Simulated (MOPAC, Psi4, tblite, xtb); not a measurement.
Dimer C2H2 ··· CH4O (SMILES C#C and CO) at R = 4.06 Å between the centres of mass, closest contact 2.25 Å (lowest of the rigid-body minima from ten starts at GFN2-xTB). Geometry in Å and degrees:

```
O
H 1 0.9621
C 1 1.4207 2 108.72
H 3 1.0890 1 106.79 2 179.95
H 3 1.0957 4 108.35 1 -121.03
H 3 1.0957 4 108.35 5 -117.94
H 1 2.2468 2 142.11 3 -171.69
C 7 1.0626 1 160.76 2 167.73
C 8 1.1968 4 130.90 3 173.44
H 9 1.0626 4 143.48 3 172.58
```

Levels of theory: GFN2-xTB (tblite); SAPT0/jun-cc-pVDZ, frozen core (Psi4); B3LYP/def2-TZVP, counterpoise-corrected (Psi4); B3LYP-D3(BJ)/def2-TZVP, counterpoise-corrected (Psi4); PBE/def2-TZVP, counterpoise-corrected (Psi4); PBE-D3(BJ)/def2-TZVP, counterpoise-corrected (Psi4); HF/aug-cc-pVDZ, counterpoise-corrected (Psi4); MP2/aug-cc-pVDZ = DF-MP2/aug-cc-pVDZ, frozen core, counterpoise-corrected (Psi4); SCS-MP2/aug-cc-pVDZ = DF-SCS-MP2/aug-cc-pVDZ, frozen core, counterpoise-corrected (Psi4); PM3, restricted, heats of formation (MOPAC); PM7, restricted, heats of formation (MOPAC); GFN1-xTB (xtb).

**Question.** What interaction energy does each level give?

**Answer.** 
| method | E_int / kJ/mol |
|---|---|
| SAPT0/jun-cc-pVDZ | -14.82 |
| PBE-D3(BJ)/def2-TZVP | -14.71 |
| B3LYP-D3(BJ)/def2-TZVP | -14.56 |
| MP2/aug-cc-pVDZ | -12.46 |
| PBE/def2-TZVP | -11.84 |
| SCS-MP2/aug-cc-pVDZ | -10.74 |
| B3LYP/def2-TZVP | -10.23 |
| GFN2-xTB | -9.28 |
| HF/aug-cc-pVDZ | -8.89 |
| PM7 | -6.84 |
| GFN1-xTB | -4.83 |
| PM3 | -1.43 |
